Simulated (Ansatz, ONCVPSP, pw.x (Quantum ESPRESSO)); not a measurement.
## What a changed setting does to a pw.x run (bcc W)

Potential: optimised norm-conserving Vanderbilt (ONCV), ONCVPSP 4.0.1.1 (patched build), PBE; core [Kr] 4d10 4f14, reference 5s2 5p6 5d4 6s2; waves: 5s+6s: rc 1.65 bohr, ncon 4, nbas 7, qcut 8.5 1/bohr, 2 projectors; 5p: rc 1.55 bohr, ncon 4, nbas 9, qcut 7.6 1/bohr, 2 projectors, debl 1.1 Ha; 5d: rc 2.00 bohr, ncon 4, nbas 9, qcut 9.4 1/bohr, 2 projectors, debl 1.3 Ha; local part: polynomial inside 1.35 bohr (lpopt 5, dvloc0 1 Ha); core correction: polynomial model core, fcfact 0.4. In the p channel the program set the typed energies aside and used -1.588, 0.250 Ha.

The reference run (k-mesh 14³, cutoffs 65/260 Ry, Fermi–Dirac 0.01 Ry, mixing_beta 0.4, conv_thr 1e-9, no spin) gives -2.92 GPa at 16.130 Å³/atom, where all-electron LAPW gives 0.30 GPa. This run, with its own iteration cap, changes k-mesh points per axis to 8.

```
&control
  calculation='scf', prefix='x', pseudo_dir='./', outdir='./tmp', tstress=.true., disk_io='none'
/
&system
  ibrav=0, nat=1, ntyp=1, ecutwfc=65, ecutrho=260, nbnd=15,
  occupations='smearing', smearing='fd', degauss=0.01
/
&electrons
  conv_thr=1e-09, mixing_beta=0.4, electron_maxstep=60
/
ATOMIC_SPECIES
W 1.0 W.UPF
CELL_PARAMETERS angstrom
  -1.59168867 1.59168867 1.59168867
  1.59168867 -1.59168867 1.59168867
  1.59168867 1.59168867 -1.59168867
ATOMIC_POSITIONS crystal
W 0.0000 0.0000 0.0000
K_POINTS automatic
8 8 8 0 0 0
```

```bash
pw.x < W.scf.in > W.scf.out
```

Q: How does the run end?

A: It converges in 7 iterations; the free energy moves by +3.2 meV/atom and the pressure by +0.34 GPa.

```
Message from routine setup:
     using ibrav=0 with symmetry is DISCOURAGED, use correct ibrav instead
     lattice parameter (alat)  =       5.2098  a.u.
     unit-cell volume          =     108.8506 (a.u.)^3
     number of electrons       =        14.00
     number of Kohn-Sham states=           15
     kinetic-energy cutoff     =      65.0000  Ry
     charge density cutoff     =     260.0000  Ry
     scf convergence threshold =      1.0E-09
     Exchange-correlation= PBE
     number of k points=    29  Fermi-Dirac smearing, width (Ry)=  0.0100
     iteration #  1     ecut=    65.00 Ry     beta= 0.40
     total energy              =    -162.89349818 Ry
     estimated scf accuracy    <       0.04000234 Ry
     iteration #  2     ecut=    65.00 Ry     beta= 0.40
     total energy              =    -162.89410484 Ry
     estimated scf accuracy    <       0.00648379 Ry
     iteration #  3     ecut=    65.00 Ry     beta= 0.40
     total energy              =    -162.89487741 Ry
     estimated scf accuracy    <       0.00041854 Ry
     iteration #  4     ecut=    65.00 Ry     beta= 0.40
     total energy              =    -162.89489630 Ry
     estimated scf accuracy    <       0.00000473 Ry
     iteration #  5     ecut=    65.00 Ry     beta= 0.40
     total energy              =    -162.89489750 Ry
     estimated scf accuracy    <       0.00000022 Ry
     iteration #  6     ecut=    65.00 Ry     beta= 0.40
     total energy              =    -162.89489753 Ry
     estimated scf accuracy    <          7.4E-09 Ry
     iteration #  7     ecut=    65.00 Ry     beta= 0.40
     the Fermi energy is    21.8709 ev
!    total energy              =    -162.89489753 Ry
     estimated scf accuracy    <          6.4E-10 Ry
     smearing contrib. (-TS)   =      -0.00173185 Ry
     The total energy is F=E-TS. E is the sum of the following terms:
     one-electron contribution =     -15.58534252 Ry
     hartree contribution      =      16.24658894 Ry
     xc contribution           =     -44.98327101 Ry
     ewald contribution        =    -118.57114109 Ry
     convergence has been achieved in   7 iterations
          total   stress  (Ry/bohr**3)                   (kbar)     P=      -25.82
     Message from routine punch:
     Nothing written, as per user request (disk_io='none')
```

The run took about 3.6 s on one core of a shared host (Intel(R) Xeon(R) 6975P-C, 192 threads, 756 GiB, load 78).
